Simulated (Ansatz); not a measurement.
System: Cl2, charge 1, multiplicity 2. 
Geometry from a B3LYP-D3(BJ)/def2-TZVP (Ansatz, an electronic-structure program) optimisation:
```
Cl
Cl 1 1.9100
```
Charge +1, spin multiplicity 2.

Basis-set convergence of Hartree-Fock and CCSD(T) correlation energies (hartree) with Ansatz. Cores are frozen in the correlated levels unless marked. Open shells are spin-unrestricted. Spin-orbit coupling is left out. No relativistic terms.

```json
[
 {"basis": "aug-cc-pV(D+d)Z", "functions": "64", "E(HF)": "-918.56548", "E(corr, CCSD(T))": "-0.32681"},
 {"basis": "aug-cc-pV(T+d)Z", "functions": "110", "E(HF)": "-918.60279", "E(corr, CCSD(T))": "-0.42062"},
 {"basis": "aug-cc-pV(Q+d)Z", "functions": "178", "E(HF)": "-918.61020", "E(corr, CCSD(T))": "-0.45055"}
]
```

Extrapolating the two largest sets (X = 3 and 4) as X^-3: E(corr) = (64·(-0.45055) - 27·(-0.42062))/37 = -0.4724 Eh, an estimate of the basis-set limit. The largest set recovers 95.4 % of it, the smallest 69.2 %.
